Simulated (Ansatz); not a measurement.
Input for Ansatz (development build ahead of 0.2.0):

```yaml
crystal:
  periodic: [false, false, false]
  atoms:
    - { symbol: Si, position_ang: [0.0, 0.0, 0.0] }
    - { symbol: "N", position_ang: [0.0, 0.0, 3.14] }
basis:
  gaussian: { orbitals: def2-SVP }
magnetization:
  spin_polarized: true
  initial_magnetization: 1
hamiltonian:
  xc: pbe0
scf:
  omitted_lower_state_checks: [starts, atomic_configurations, cluster_reference, orbital_swaps, given_window_search, neighbouring_geometries, increment]
output:
  forces: true
```

The input is written out in the form of the current development build from the run's settings.

The run gave:

```yaml
Converged: yes
Total_energy: -343.64165 hartree
Spin_squared_of_the_determinant: 2.523
Stability_test: minimum
```

Forces (eV/Å):
```csv
atom,Fx,Fy,Fz
Si1,0.000,0.000,0.572
N2,0.000,0.000,-0.572
```

Caution: the unrestricted determinant is a mixture of spin states.
